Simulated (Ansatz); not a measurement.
Worked example: a bond strength in C2F3 (trifluorovinyl radical)

C2F3: 5 atoms, total charge 0, spin state doublet. SMILES: `F[C]=C(F)F`. The shape was relaxed beforehand at B3LYP/def2-SVP.

```xyz
5

F     0.5828   -1.0384    1.5220
C     0.5099    0.0372    0.7914
C    -0.1287    0.2495   -0.3476
F    -0.8541   -0.6531   -0.9879
F    -0.1099    1.4049   -0.9778
```

Wanted: the dissociation energy of the F4–C3 bond into doublet F and singlet C2F2 (shapes relaxed at B3LYP/def2-SVP, no zero-point term). 1 Eh = 2625.50 kJ/mol = 27.2114 eV. Totals in Eh; open shells run unrestricted unless said.

| level | program | C2F3 | doublet F | singlet C2F2 |
| --- | --- | --- | --- | --- |
| UHF/def2-SVP | Ansatz | -373.620822 | -99.284051 | -274.242020 |
| USVWN5/def2-SVP | Ansatz | -372.738037 | -98.976866 | -273.596577 |
| UCAM-B3LYP/def2-SVP | Ansatz | -375.197957 | -99.616557 | -275.451126 |

**Question.** Work out the dissociation energy at each level.

**Answer.** 
1. UHF/def2-SVP: (-99.284051) + (-274.242020) − (-373.620822) = 0.094751 Eh = 248.8 kJ/mol = 2.58 eV.
2. USVWN5/def2-SVP: (-98.976866) + (-273.596577) − (-372.738037) = 0.164594 Eh = 432.1 kJ/mol = 4.48 eV.
3. UCAM-B3LYP/def2-SVP: (-99.616557) + (-275.451126) − (-375.197957) = 0.130274 Eh = 342.0 kJ/mol = 3.54 eV.

The levels span 249 to 432 kJ/mol; no measured value is set beside them. Hartree–Fock lacks the correlation of the electrons that are unpaired, so it comes out low. A fragment with an even electron count was run as a singlet and may have a lower triplet. A bond enthalpy at 298 K also holds the loss of zero-point energy and thermal terms.
